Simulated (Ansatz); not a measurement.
The input, for Ansatz 0.2.0:

```yaml
crystal:
  periodic: [false, false, false]
  atoms:
    - {symbol: Ta, position_ang: [0.000000, 0.000000, 0.000000]}
    - {symbol: H, position_ang: [0.000000, 0.000000, 2.383000]}
basis:
  gaussian: {orbitals: def2-mTZVP}
total_charge: 1
magnetization: {spin_polarized: false, initial_magnetization: 3}
correlation: {method: ccsd, electrons: all}
```

```sh
$ ansatz run in.yaml --threads 1 --pin off --events-out ev --progress --plain --max-ram 2393MiB
```

Log:

```
472 factors; integrals over basis functions are off by at most 2.3e-4 eV
mean field evaluation 1: about -1537.1372 eV, gradient 8.5e0 eV
mean field evaluation 2: about -1537.1418 eV, gradient 8.5e0 eV
mean field evaluation 4: about -1537.9014 eV, gradient 1.3e0 eV
mean field evaluation 8: about -1537.9746 eV, gradient 2.3e-1 eV
mean field evaluation 16: about -1537.9784 eV, gradient 6.3e-3 eV
mean field evaluation 32: about -1538.8498 eV, gradient 9.5e-1 eV
mean field evaluation 64: about -1537.9784 eV, gradient 1.2e-5 eV
mean field evaluation 96: about -1538.9732 eV, gradient 7.4e-2 eV
mean field evaluation 128: about -1538.7959 eV, gradient 1.1e0 eV
mean field evaluation 160: about -1537.4626 eV, gradient 6.5e-2 eV
...
mean field evaluation 2400: about -1539.3645 eV, gradient 3.5e0 eV
mean field evaluation 2432: about -1539.6437 eV, gradient 8.0e-2 eV
mean field evaluation 2464: about -1539.6301 eV, gradient 4.6e-1 eV
mean field evaluation 2496: about -1538.1169 eV, gradient 3.4e0 eV
mean field evaluation 2528: about -1539.5939 eV, gradient 3.9e-2 eV
mean field evaluation 2560: about -1538.4917 eV, gradient 5.9e-5 eV
mean field evaluation 2592: about -1538.7411 eV, gradient 4.6e0 eV
mean field evaluation 2624: about -1538.7352 eV, gradient 5.9e-3 eV
mean field evaluation 2656: about -1538.8438 eV, gradient 1.2e-3 eV
determinant -1538.97388361 eV, -56.5562470686 hartree, with singles and doubles -1544.21763859 eV, -56.7489515100 hartree
determinant -1538.84380032 eV, -56.5514665961 hartree, with singles and doubles -1544.09808621 eV, -56.7445580410 hartree
determinant -1538.82146471 eV, -56.5506457776 hartree, with singles and doubles -1544.11189559 eV, -56.7450655263 hartree
determinant -1538.73525008 eV, -56.5474774483 hartree, with singles and doubles -1544.05067994 eV, -56.7428158926 hartree
determinant -1538.73525008 eV, -56.5474774483 hartree, with singles and doubles -1544.05070908 eV, -56.7428169635 hartree
determinant -1538.57078403 eV, -56.5414334325 hartree, with singles and doubles -1543.65950868 eV, -56.7284406139 hartree
determinant -1538.48527725 eV, -56.5382911161 hartree, with singles and doubles -1543.65058995 eV, -56.7281128566 hartree
determinant -1538.11164701 eV, -56.5245604580 hartree, with singles and doubles -1543.20476790 eV, -56.7117291984 hartree
determinant -1537.97841775 eV, -56.5196643732 hartree, with singles and doubles -1543.51067063 eV, -56.7229709164 hartree
determinant -1537.44754028 eV, -56.5001549860 hartree, with singles and doubles -1542.81824838 eV, -56.6975248682 hartree
determinant -1537.13040467 eV, -56.4885004670 hartree, with singles and doubles -1542.13515686 eV, -56.6724217178 hartree
determinant -1537.03485084 eV, -56.4849889287 hartree, with singles and doubles -1542.22739959 eV, -56.6758115755 hartree
determinant -1536.83643690 eV, -56.4776973508 hartree, with singles and doubles -1541.96020343 eV, -56.6659922978 hartree
determinant -1536.56467326 eV, -56.4677102214 hartree, with singles and doubles -1541.06188225 eV, -56.6329796036 hartree
determinant -1536.46490312 eV, -56.4640437362 hartree, with singles and doubles -1541.19332075 eV, -56.6378098792 hartree
determinant -1536.43754454 eV, -56.4630383272 hartree, with singles and doubles -1540.93353624 eV, -56.6282629745 hartree
determinant -1536.43681072 eV, -56.4630113595 hartree, with singles and doubles -1541.23989815 eV, -56.6395215672 hartree
determinant -1536.27197815 eV, -56.4569538746 hartree, with singles and doubles -1541.76986924 eV, -56.6589976455 hartree
determinant -1536.02068936 eV, -56.4477191819 hartree, with singles and doubles -1540.74076734 eV, -56.6211788480 hartree
determinant -1535.98369026 eV, -56.4463594898 hartree, with singles and doubles -1540.46367998 eV, -56.6109960755 hartree
determinant -1535.76944910 eV, -56.4384862726 hartree, with singles and doubles -1540.55271230 eV, -56.6142679530 hartree
determinant -1535.76573196 eV, -56.4383496703 hartree, with singles and doubles -1539.53542021 eV, -56.5768831582 hartree
determinant -1538.97388361 eV, -56.5562470686 hartree, with singles and doubles -1544.22144388 eV, -56.7490913518 hartree
determinant -1538.84380032 eV, -56.5514665961 hartree, with singles and doubles -1544.11162857 eV, -56.7450557134 hartree
determinant -1538.82146471 eV, -56.5506457776 hartree, with singles and doubles -1544.12757391 eV, -56.7456416941 hartree
determinant -1538.73525008 eV, -56.5474774483 hartree, with singles and doubles -1544.06411830 eV, -56.7433097434 hartree
determinant -1538.73525008 eV, -56.5474774483 hartree, with singles and doubles -1544.06411881 eV, -56.7433097619 hartree
determinant -1538.84380032 eV, -56.5514665961 hartree, with singles and doubles -1544.09991231 eV, -56.7446251488 hartree
determinant -1538.84380032 eV, -56.5514665961 hartree, with singles and doubles -1544.11162165 eV, -56.7450554591 hartree
determinant -1538.57078403 eV, -56.5414334325 hartree, with singles and doubles -1543.65855176 eV, -56.7284054480 hartree
determinant -1538.48527725 eV, -56.5382911161 hartree, with singles and doubles -1543.65060596 eV, -56.7281134452 hartree
determinant -1538.11164701 eV, -56.5245604580 hartree, with singles and doubles -1543.21091304 eV, -56.7119550284 hartree
determinant -1537.97841775 eV, -56.5196643732 hartree, with singles and doubles -1543.51129111 eV, -56.7229937189 hartree
determinant -1537.13040467 eV, -56.4885004670 hartree, with singles and doubles -1542.13775557 eV, -56.6725172188 hartree
determinant -1537.03485084 eV, -56.4849889287 hartree, with singles and doubles -1542.22955558 eV, -56.6758908068 hartree
determinant -1536.56467326 eV, -56.4677102214 hartree, with singles and doubles -1541.06640054 eV, -56.6331456476 hartree
determinant -1536.46490312 eV, -56.4640437362 hartree, with singles and doubles -1541.19524137 eV, -56.6378804607 hartree
determinant -1536.43754454 eV, -56.4630383272 hartree, with singles and doubles -1540.94167132 eV, -56.6285619333 hartree
determinant -1536.43681072 eV, -56.4630113595 hartree, with singles and doubles -1541.24220904 eV, -56.6396064907 hartree
determinant -1536.02068936 eV, -56.4477191819 hartree, with singles and doubles -1540.75012537 eV, -56.6215227493 hartree
determinant -1535.98369026 eV, -56.4463594898 hartree, with singles and doubles -1540.47183858 eV, -56.6112958986 hartree
determinant -1535.76944910 eV, -56.4384862726 hartree, with singles and doubles -1540.54895411 eV, -56.6141298419 hartree
determinant -1535.76573196 eV, -56.4383496703 hartree, with singles and doubles -1539.54375174 eV, -56.5771893361 hartree
determinant -1538.74604168 eV, -56.5478740323 hartree, with singles and doubles -1544.22289323 eV, -56.7491446142 hartree
determinant -1538.74604168 eV, -56.5478740323 hartree, with singles and doubles -1544.22309050 eV, -56.7491518639 hartree
unrestricted determinant -1539.64436220 eV, -56.5808867023 hartree, S^2 4.3447
reference -1538.97388361 eV, -56.5562470686 hartree; 8, 5 occupied and 31, 34 virtual orbitals, 472 factors
second order -4.41353141 eV of doubles, -0.06540026 eV of singles
cycle   1  -5.24756014 eV  change    1.4e-7 eV  update   6.1e-6
Total energy: -1544.22144375 eV, -56.7490913467 hartree
```

Ran on 1 thread of Arm Neoverse V2, shared host: 19 s wall, 0.17 GiB peak host memory.
